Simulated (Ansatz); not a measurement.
**CH2B (doublet): the correlation ladder, cc-pVTZ**

Aim: climb from Hartree-Fock through coupled cluster and multireference methods for CH2B (doublet) at one geometry and basis, and see what each rung misses.

Method: cc-pVTZ, core rule «outside noble gas», up to 2 orbitals frozen; program: Ansatz 0.2.0, Gaussian basis.

Plan: UHF; CCSD(T) on ROHF; CCSD(T) on UHF; BCCD(T) on ROHF; CCSDT(Q) on ROHF; CCSDT(Q) on UHF; CASSCF and MRCISD+Q, 9 electrons in 10 orbitals; CASSCF and NEVPT2, 9 electrons in 10 orbitals.

5 further runs of the same task are left out: 5 set aside as unsound or not needed.

## Step 1: The geometry

The geometry is a PBE0/def2-TZVP stationary point (not a proven minimum).

4 atoms, charge 0, spin multiplicity 2.

Atoms are counted from 1 here; the program's logs count them from 0.

Bond lengths: B1–C2 1.382 Å, C2–H3 1.086 Å, C2–H4 1.086 Å. Angles: B1–C2–H3 121.6°, B1–C2–H4 121.6°, H3–C2–H4 116.9°.

Geometry (Å):

```
B     0.00000    0.00000    0.82650
C     0.00000    0.00000   -0.55534
H     0.00000   -0.92516   -1.12369
H     0.00000    0.92516   -1.12369
```

## Step 2: UHF

Input file in.yaml:

```yaml
crystal:
  periodic: [false, false, false]
  atoms:
    - {symbol: B, position_ang: [0.000000, 0.000000, 0.826501]}
    - {symbol: C, position_ang: [0.000000, 0.000000, -0.555344]}
    - {symbol: H, position_ang: [0.000000, -0.925158, -1.123694]}
    - {symbol: H, position_ang: [0.000000, 0.925158, -1.123694]}
basis:
  gaussian: {orbitals: cc-pVTZ}
magnetization: {spin_polarized: true, initial_magnetization: 1}
hamiltonian: {xc: hf}
output: {orbitals: {seedname: orbitals}}
```

Run with:

```
$ ansatz run in.yaml --threads 1 --pin off --events-out ev --progress --plain --max-ram 2560MiB --backend cpu
```

The runs that follow: CCSD(T) on ROHF; CCSD(T) on UHF; BCCD(T) on ROHF; CCSDT(Q) on ROHF; CCSDT(Q) on UHF; CASSCF and MRCISD+Q, 9 electrons in 10 orbitals; CASSCF and NEVPT2, 9 electrons in 10 orbitals.

**Question.** What will the summary of the whole plan be? Wanted: UCCSDT(Q) below the RHF energy; RMP2 from UCCSDT(Q); UMP2 from UCCSDT(Q); RCCSD from UCCSDT(Q); RCCSD(T) from UCCSDT(Q); UCCSD(T) from UCCSDT(Q); RCCSDT(Q) from UCCSDT(Q); NEVPT2 valence from UCCSDT(Q); MRCISD+Q valence from UCCSDT(Q).

The runs gave:

| quantity | value |
| --- | --- |
| UCCSDT(Q) below the RHF energy | -7.2203 eV |
| RMP2 from UCCSDT(Q) | +951.4 meV |
| UMP2 from UCCSDT(Q) | +1110.8 meV |
| RCCSD from UCCSDT(Q) | +361.4 meV |
| RCCSD(T) from UCCSDT(Q) | +41.7 meV |
| UCCSD(T) from UCCSDT(Q) | +50.0 meV |
| RCCSDT(Q) from UCCSDT(Q) | +2.2 meV |
| NEVPT2 valence from UCCSDT(Q) | +847.0 meV |
| MRCISD+Q valence from UCCSDT(Q) | +57.5 meV |
| levels within 1 kcal/mol (43 meV) | RCCSD(T), BCCD(T), RCCSDT, UCCSDT, RCCSDT(Q) |
| T1 diagnostic | 0.025 |
| effectively unpaired electrons | 1.05 |

In words: RCCSD(T) lands +41.7 meV from the yardstick (0.6 % of the correlation energy). One determinant dominates. Of the multireference levels listed MRCISD+Q valence comes nearest in total energy (+57.5 meV), which doesn't show that its space is the better one. These misses are within one basis, not against nature; the frozen cores of restricted and unrestricted runs differ, which can shift their rows.
